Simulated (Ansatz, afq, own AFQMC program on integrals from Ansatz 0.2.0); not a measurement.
**AlSi⁺, singlet: AFQMC among the cluster methods**

```xyz
2

Si    0.0000    0.0000    0.0000
Al    0.0000    0.0000    2.3977
```

Basis 6-31G. Only valence electrons are correlated. Integrals, coupled cluster, full CI and functionals: Ansatz 0.2.0; the random walks run on the same integrals in our own AFQMC program. The CISD trial takes its coefficients from CCSD amplitudes. Released means that phaseless walkers are propagated on without the constraint, phases kept. Uncertainties: one standard error, sampling alone.

Determinant: RHF, the one that the program's search chose, which needn't be the lowest solution. The geometry is a PBE0/def2-TZVP stationary point of this or a neighbouring charge and spin state.

Full CI on the same integrals is exact in this basis and with this determinant's frozen core.

Cautions: another spin lies lower (by 748 meV); restricted determinant unstable towards unrestricted (UHF 1.39 eV lower, ⟨S²⟩ 1.05); the search met a lower determinant of the same kind, perhaps of another symmetry (115 meV lower), and this one is a saddle point; strong correlation (T1 0.056, weight of the determinant 0.80, largest double 0.18); the CCSDT(Q) amplitudes may be one of several solutions (largest double 0.58); the CCSDTQ amplitudes may be one of several solutions (largest double 0.95); the released energies are still falling, so no released level is given (meV from the phaseless value at times in 1/Eh: -6 ± 4 at 0.24, -16 ± 4 at 0.51, -27 ± 4 at 0.99, -31 ± 3 at 1.62, -37 ± 4 at 2.40); the determinant fills πx and πy unequally, so it mixes two states of the linear molecule, and each level undoes that mixture to a different degree, while full CI gives the lower state; CCSDTQ on the UHF determinant differs (750 meV lower), perhaps since the unrestricted series falls towards higher spin.

The T1 diagnostic is 0.0556 and the weight of the determinant in the CISD state is 0.798. The size of the correlated space is 6 electrons in 16 orbitals.

Reference: full CI, correlation energy -2.869 eV. The cautions show a poor starting determinant, so the rows tell how each method copes with it here, and full CI is the sure value.

| level | E − E(reference) (kJ/mol) | share of correlation (%) |
| --- | --- | --- |
| HF | 276.8 | 0.00 |
| MP2 | 101.9 | 63.18 |
| CCSD | 20.2 | 92.69 |
| CCSD(T) | 11.0 | 96.01 |
| CCSDT | 5.9 | 97.88 |
| CCSDT(Q) | 1.6 | 99.41 |
| CCSDTQ | 0.2 | 99.94 |
| ph-AFQMC/CISD | 12.3 ± 0.4 | 95.56 |

CCSDT and higher add their correlation energy to the determinant of the CCSD(T) run, since their own runs factorise the integrals more tightly (a shift of under 2 meV).
